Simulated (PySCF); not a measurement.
Gas-phase reaction: 2 AlHCl2 ⇌ 2 AlCl + H2 + Cl2

Energies from PySCF (xtb for GFN2), thermal terms from the rigid-rotor harmonic-oscillator model, ideal gas at 1 bar. † marks an energy on the PBE0/def2-TZVP geometry and frequencies; other levels use their own. MP2 and CCSD(T) freeze the core. All species are closed-shell singlets. B3LYP is the form with VWN-RPA correlation. AlHCl2: computed as isolated molecules; such fragments, hydroxides, amides, oligomers or adducts are transient or little studied in the gas. MP2 isn't extrapolated to the basis-set limit; its ΔH°(298 K) is 680.5 kJ in def2-SVP and 651.5 kJ in def2-TZVPP. CCSD(T) isn't extrapolated to the basis-set limit; its ΔH°(298 K) is 632.5 kJ in def2-SVP and 613.6 kJ in def2-TZVPP. The harmonic model lacks anharmonicity and excited electronic states, which grow with temperature; levels with a mode under 35 cm⁻¹ are left out.

```
level                ΔE electronic, kJ  ΔH°(298 K), kJ  ΔS°(298 K), J/K  ΔG°(2000 K), kJ
-------------------  -----------------  --------------  ---------------  ---------------
B3LYP/def2-TZVP†                   588             581              232              127
BLYP/def2-TZVP†                    548             541              232               87
CCSD(T)/def2-SVP†                  640             633              232              179
CCSD(T)/def2-TZVPP†                621             614              232              160
GFN2-xTB                           860             850              228              404
HF/def2-TZVP†                      650             643              232              189
M06-2X/def2-TZVP†                  604             596              232              142
MP2/def2-TZVPP†                    659             651              232              198
PBE0/def2-QZVP†                    618             611              232              157
LDA/def2-TZVP†                     621             614              232              160
```
ΔH° is lowest at BLYP/def2-TZVP† and highest at GFN2-xTB. No reference value is set beside these.
